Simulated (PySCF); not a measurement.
H₃N, SMILES N. Atoms are numbered in the order given.

```xyz
4

N      0.0000     0.0000     0.1179
H     -0.8179    -0.4722    -0.2751
H      0.0000     0.9445    -0.2751
H      0.8179    -0.4722    -0.2751
```
Charge 0, spin multiplicity 1.

Geometry optimised at PBE-D3(BJ)/def2-TZVPD.

These are B3LYP/def2-TZVPD (PySCF) values and carry that method's errors.

Gas-phase values at a fixed geometry.

Computed frontier levels, gap, dipole moment and polarisability:
```json
{
  "highest_occupied_level": "-7.50 eV",
  "lowest_empty_level": "-0.02 eV",
  "orbital_gap": "7.49 eV",
  "dipole_moment": "1.53 D",
  "quadrupole, principal values (traceless, Buckingham form, about the centre of nuclear charge)": "-3.00, 1.50, 1.50 D·Å",
  "mean_static_polarisability": "14.4 bohr³ (2.13 Å³)",
  "polarisability_principal_values": "14.0, 14.0, 15.2 bohr³"
}
```
